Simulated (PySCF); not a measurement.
# C4H6O (Vinyl ether): the cost of one run

Programs: PySCF 2.14.0, with density-fitted response routines of our own. Each step states its level of theory. These are calculated values for one molecule in the gas phase, unless marked as measured. Atoms are numbered from 0 throughout.

## 1. The starting structure

11 atoms, charge 0, multiplicity 1; geometry from: MMFF94s. The atoms were then displaced at random by about 0.03 Å, so the start is not that level's minimum.

Bonds of the start (Å): C0–C1 1.23, C1–O2 1.34, O2–C3 1.49, C3–C4 1.23, C0–H5 1.17, C0–H6 1.09, C1–H7 1.05, C3–H8 1.11, C4–H9 1.09, C4–H10 1.07.

## 2. Optimising the geometry at PBE0-D3(BJ)/def2-SVP

Job settings and geometry (Å):

```
{"job": {"xc": "PBE0", "basis": "def2-SVP", "d3": "d3bj", "grid": 1, "shake": 0.03, "kind": "geom"}, "charge": 0, "multiplicity": 1}
C     -2.232360     0.569450    -0.054130
C     -1.230330    -0.140520     0.053580
O     -0.005840     0.372570    -0.086630
C      1.228140    -0.454340     0.068470
C      2.375290    -0.041380    -0.060380
H     -2.208400     1.721760    -0.277920
H     -3.262020     0.226400     0.031940
H     -1.233080    -1.170100     0.248090
H      0.886920    -1.480170     0.338910
H      2.582660     1.016820    -0.201850
H      3.197100    -0.705980     0.110540
```

Launch:

```sh
$ OMP_NUM_THREADS=1 python probes_run.py task.json out
```

This one command runs all jobs of the session in turn.

**Question.** How long does this first job take on 1 thread of Arm Neoverse N1, shared host, and how much memory does it need?

About 42 s, with a peak of 0.39 GiB.
